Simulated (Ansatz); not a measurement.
**Worked example: correlation energy of H$_{2}$Al–C⁺, singlet**

Geometry: that of the H2Al–C, doublet, kept fixed. The triplet lies 1.0 eV lower here.

```yaml
atoms:
  - { symbol: Al, position_ang: [0.0000, 0.0000, 0.5411] }
  - { symbol: C, position_ang: [0.0000, 0.0000, -1.4289] }
  - { symbol: H, position_ang: [0.0000, 1.4055, 1.2709] }
  - { symbol: H, position_ang: [0.0000, -1.4055, 1.2709] }
```

Basis 6-31G; Ansatz 0.2.0. Correlated methods freeze the noble-gas cores, which leaves 8 electrons in 20 orbitals. Prefix R: restricted or restricted open-shell reference.

Full CI is exact within this basis and frozen core; it isn't the basis-set limit.

Runs differ by some tens of microhartree through their thresholds, so steps under 0.03 kcal/mol mean nothing.

| level | total energy (hartree) |
| --- | --- |
| RHF | -280.359283 |
| RMP2 | -280.432980 |
| RCCSD | -280.473629 |
| RCCSD(T) | -280.476321 |
| RCCSDT | -280.477699 |
| RCCSDT(Q) | -280.478026 |
| RCCSDTQ | -280.478196 |
| full CI | -280.478209 |

Q: What is the correlation energy at full CI, and what share of it do RMP2 and RCCSDT recover?

A: E(corr) = -280.478209 − (-280.359283) = -0.118926 hartree = -3.236 eV. RMP2: -0.073697 / -0.118926 = 61.97 %. RCCSDT: -0.118416 / -0.118926 = 99.57 %.

Q: By how many kcal/mol does RCCSD(T) miss full CI (1 hartree = 627.509 kcal/mol), and which steps make up the rest?

A: -280.476321 − (-280.478209) = 0.001888 hartree = 1.18 kcal/mol. Steps: RCCSDT − RCCSD(T) = -0.86, RCCSDT(Q) − RCCSDT = -0.21, RCCSDTQ − RCCSDT(Q) = -0.11, full CI − RCCSDTQ = -0.01 kcal/mol. Differences between like states or geometries often cancel part of this.
